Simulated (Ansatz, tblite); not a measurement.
**The cluster Ca4+: rung by rung**

An exercise on one series of results from a longer session: the logs are not shown, and one member is left open.

The runs use Ansatz 0.2.0, Gaussian basis; as each input shows.

Levels to be run: GFN1-xTB, GFN2-xTB, PBE/def2-TZVP, r2SCAN/def2-TZVP, HF/def2-TZVP, revPBE/def2-TZVP, r2SCAN0/def2-TZVP, HSE06/def2-TZVP, B2PLYP/def2-TZVP, LC-ωPBE(0.10)/def2-TZVP, LC-ωPBE(0.15)/def2-TZVP, LC-ωPBE(0.20)/def2-TZVP, LC-ωPBE(0.30)/def2-TZVP, PBE/def2-SVP, PBE0/def2-SVP, HF/STO-3G, HF/6-31G, B3LYP/6-31G, CCSD(T)/def2-TZVPP, MP2/def2-TZVP, RPA/def2-TZVP.

1 further run of the same task is left out (set aside as unsound or not needed).

### The relaxed structure

The geometry is that of the doublet, from an earlier relaxation (r2SCAN/def2-TZVP). At that level it is the lowest of the isomers that a small search found.

4 atoms, charge 1, spin multiplicity 2.

Bond lengths: Ca1–Ca2 3.619 Å, Ca1–Ca3 3.921 Å, Ca1–Ca4 3.615 Å, Ca2–Ca3 3.681 Å, Ca2–Ca4 3.947 Å, Ca3–Ca4 3.680 Å. Angles: Ca2–Ca1–Ca3 58.3°, Ca2–Ca1–Ca4 66.1°, Ca3–Ca1–Ca4 58.3°, Ca1–Ca2–Ca3 65.0°, Ca1–Ca2–Ca4 56.9°, Ca3–Ca2–Ca4 57.6°, Ca1–Ca3–Ca2 56.7°, Ca1–Ca3–Ca4 56.7°, Ca2–Ca3–Ca4 64.9°, Ca1–Ca4–Ca2 57.0°, Ca1–Ca4–Ca3 65.0°, Ca2–Ca4–Ca3 57.6°.

The ion is computed in the gas phase, without counter-ions or solvent.

PBE0/def2-TZVP was run before; its log isn't repeated, and its numbers join the tables.

Set-up of the first run:

Tight binding, by tblite at 300 K electronic temperature and without a spin-polarisation term:

```python
tblite.interface.Calculator('GFN1-xTB', numbers, positions, charge=1, uhf=1).singlepoint()
```

Tight binding, by tblite at 300 K electronic temperature and without a spin-polarisation term:

```python
tblite.interface.Calculator('GFN2-xTB', numbers, positions, charge=1, uhf=1).singlepoint()
```

start.molden holds the orbitals of an earlier run on this state, given as this run's starting guess.

Contents of in.yaml:

```yaml
crystal:
  periodic: [false, false, false]
  atoms:
    - {symbol: Ca, position_ang: [1.252421, 0.534246, -1.807635]}
    - {symbol: Ca, position_ang: [1.519763, -0.342872, 1.692908]}
    - {symbol: Ca, position_ang: [-1.278506, -1.925716, -0.099766]}
    - {symbol: Ca, position_ang: [-1.493678, 1.734352, 0.214493]}
basis:
  gaussian: {orbitals: def2-TZVP, initial_orbitals: start.molden}
total_charge: 1
magnetization: {spin_polarized: true, initial_magnetization: 1}
hamiltonian: {xc: pbe}
scf: {omitted_lower_state_checks: [starts]}
output: {forces: true, orbitals: {seedname: orbitals}}
```

Started as:

```
$ ansatz run in.yaml --threads 4 --pin off --events-out ev --progress --plain --max-ram 3916MiB
```

Steps of the session up to this table: PBE/def2-TZVP; r2SCAN/def2-TZVP; HF/def2-TZVP; revPBE/def2-TZVP; r2SCAN0/def2-TZVP; HSE06/def2-TZVP; B2PLYP/def2-TZVP; LC-ωPBE(0.10)/def2-TZVP; LC-ωPBE(0.15)/def2-TZVP; LC-ωPBE(0.20)/def2-TZVP; LC-ωPBE(0.30)/def2-TZVP; PBE/def2-SVP; PBE0/def2-SVP; HF/STO-3G; HF/6-31G; B3LYP/6-31G; CCSD(T)/def2-TZVPP; MP2/def2-TZVP; RPA/def2-TZVP.

One table of the session follows, with a row left open; its other results are not shown here.

| level | HOMO (eV) | LUMO (eV) | gap (eV) |
| --- | --- | --- | --- |
| HF/STO-3G | -7.10 | -1.97 | 5.13 |
| HF/6-31G | -7.97 | -3.39 | 4.58 |
| HF/def2-TZVP | -8.14 | -3.27 | 4.87 |
| PBE/def2-SVP | -6.66 | -6.21 | 0.45 |
| PBE/def2-TZVP | -6.63 | -6.18 | 0.45 |
| revPBE/def2-TZVP | -6.55 | -6.03 | 0.52 |
| r2SCAN/def2-TZVP | -6.60 | -5.79 | 0.82 |
| B3LYP/6-31G | -7.11 | -5.90 | 1.20 |
| PBE0/def2-SVP | -7.13 | -5.65 | 1.48 |
| PBE0/def2-TZVP | -7.13 | -5.63 | 1.49 |
| r2SCAN0/def2-TZVP | ? | ? | ? |
| HSE06/def2-TZVP | -6.80 | -5.98 | 0.82 |
| LC-ωPBE(0.10)/def2-TZVP | -7.85 | -4.85 | 3.00 |
| LC-ωPBE(0.15)/def2-TZVP | -8.14 | -4.47 | 3.67 |
| LC-ωPBE(0.20)/def2-TZVP | -8.31 | -4.25 | 4.06 |
| LC-ωPBE(0.30)/def2-TZVP | -8.50 | -4.02 | 4.47 |

Estimate the missing values for r2SCAN0/def2-TZVP.

**Answer.** HOMO (eV): -7.15; LUMO (eV): -5.40; gap (eV): 1.75. In the column «HOMO (eV)» it lies between LC-ωPBE(0.10)/def2-TZVP (-7.85) and PBE0/def2-SVP (-7.13).

Limits of these values: Doubts: large T1 diagnostic, spin contamination. Notes on CCSD(T)/def2-TZVPP: large T1 diagnostic, spin contamination.
